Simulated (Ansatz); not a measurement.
System: SiH$_{4}$, charge -1, multiplicity 2. 
Geometry from a B3LYP-D3(BJ)/def2-TZVP (Ansatz, a program for electronic structure) optimisation:
```xyz
5

Si     0.0439    -0.0677    -0.0187
H     -0.1572     1.1785    -0.8639
H     -0.7457     0.2136     1.2483
H      1.4577     0.4446     0.6093
H     -1.1695    -0.8889    -0.7319
```
Charge -1, spin multiplicity 2.

Basis-set convergence of Hartree-Fock and CCSD(T) correlation energies (hartree) with Ansatz. Valence correlation only, unless marked. UHF or UKS for open shells. No spin-orbit coupling. No relativistic terms. This anion needs diffuse functions, which these sets lack.

```tsv
basis	functions	E(HF)	E(corr, CCSD(T))
def2-SVP	38	-291.06366	-0.15862
def2-TZVPP	98	-291.17252	-0.19856
def2-QZVPP	190	…	…
```

Task: Fill in the missing entries.

Result: 
- def2-QZVPP, E(HF): -291.18442
- def2-QZVPP, E(corr, CCSD(T)): -0.20870
